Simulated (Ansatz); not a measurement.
Z-matrix (Å, degrees):
```
C
N 1 1.1622
```
Charge 0, spin multiplicity 2.

Level of theory: frozen-core CCSD(T)/def2-TZVPP // B3LYP-D3(BJ)/def2-TZVP (Ansatz, an electronic-structure program).

HF energy: -92.23899 Ha
MP2 correlation energy: -0.27500 Ha

Estimate the CCSD correlation energy, the (T) correction, the total energy and the T1 diagnostic.


The CCSD correlation energy comes out as -0.31095 Ha and the (T) correction comes out as -0.01805 Ha. The CCSD(T) total energy comes out as -92.56799 Ha and the T1 diagnostic is 0.087.
